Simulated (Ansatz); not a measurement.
Rock-salt ZrC was calculated with PBE-D3(BJ) in Ansatz (plane waves, PAW).

Numerical settings: plane-wave cutoff 520 eV, 20×20×20 k mesh, Fermi–Dirac smearing 0.05 eV, scalar-relativistic PAW data made under PBE.

Cell (relaxed at this level):

```
ZrC
1.0
    0.00000     2.33648     2.33648
    2.33648     0.00000     2.33648
    2.33648     2.33648     0.00000
Zr C
1 1
Direct
  0.00000   0.00000   0.00000
  0.50000   0.50000   0.50000
```

Q: Predict the bulk modulus B0 and pressure derivative B′ of the bulk modulus.

A: 
- bulk modulus B0 = 232 GPa
- pressure derivative B′ of the bulk modulus = 4.0

The run finds no gap.

Measured, for comparison: bulk modulus 223 GPa (temperature not stated, not corrected to a static lattice, from single-crystal elastic constants, our sources range from 208 to 223; as tabulated in arXiv:1102.4063). Computed (rounded) less measured: bulk modulus +4 % (+4 % to +12 % over the range). A static lattice is as a rule a little smaller and stiffer than an uncorrected measurement, which narrows the difference in the bulk modulus and would widen misses of the other sign.

The result took very roughly 60 core-seconds.

Ansatz is a quantum-chemistry and plane-wave program.
